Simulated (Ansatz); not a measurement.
Saddle point of SiH₄SO, singlet (SiH₄SO ([OH][SiH2][SH]) → SiH₂O ([O][SiH2]) + H₂S (still joined by a long Si–S bond); bonds formed: S2–H4; bonds broken: O3–H4; bonds weakened to dative contacts: Si1–S2), PBE0-D4/def2-TZVP structure:

```
7
angstrom
Si -0.6853 -0.1310 0.5749
S 1.5199 0.0173 -0.4279
O -1.0244 1.2668 0.0008
H 0.6202 1.1135 -0.5499
H -1.2075 -1.3970 -0.0096
H -0.3255 -0.3535 2.0009
H 1.1025 -0.5161 -1.5891
```

Energies are electronic, without zero-point energy. Barriers and step energies count from the start structure reached by relaxing down the imaginary mode; all methods use the PBE0-D4 structures, on which another method's saddle can fall below an end. Ansatz 0.2.0; basis: def2-TZVPP, with def2-QZVPP for the basis limit; cores frozen in the correlated methods. B3LYP uses VWN-RPA correlation. Extrapolation: Hartree–Fock as exp(−7.88 √X), correlation as X^−2.97.

```
      method  barrier (kcal/mol)  step energy (kcal/mol)
       SPW92               46.36                   47.79
      PBE-D4                   ?                   45.33
     BLYP-D4               46.97                   43.06
   r2SCAN-D4               51.28                   48.62
      B97M-V               53.20                   49.38
     PBE0-D4               53.13                   50.48
    B3LYP-D4               52.02                   47.68
  r2SCAN0-D4               55.48                   52.26
    BHLYP-D4               58.42                   52.97
CAM-B3LYP-D4               54.30                   49.94
     wB97X-V               55.15                   50.79
     wB97M-V               54.15                   50.11
      B2PLYP               52.72                   48.36
    PBE-QIDH                   ?                   52.36
  RPA on PBE               52.28                   47.25
          HF                   ?                   57.56
         MP2               53.17                   49.53
        CCSD               56.97                   51.62
     CCSD(T)               54.38                   50.01
```

Problem. Fill in the withheld barriers. (Judge from chemistry; the value comes from the calculation.)

Solution. The calculation gives: PBE-QIDH 55.64; HF 66.73; PBE-D4 47.12 kcal/mol. Each is the energy of the saddle less that of the start structure, by the same method.

For comparison, the barrier by CCSD(T) at an estimated basis limit (MP2 extrapolated from triple and quadruple zeta, plus CCSD(T) − MP2 in triple zeta) is 54.34 kcal/mol.

No T1 diagnostic of these runs exceeds 0.017.

Labels in which every atom is bracketed show which atoms are joined, not bond orders.

For scale, one of the runs: CCSD(T)/def2-TZVPP, 171 basis functions, launched by `ansatz run in.yaml --threads 2 --pin off --events-out ev --progress --plain --max-ram 4352MiB`. Hardware: 2 CPU threads of an Arm Neoverse V1, shared host. Wall time 33 s; peak host memory 1.4 GiB.
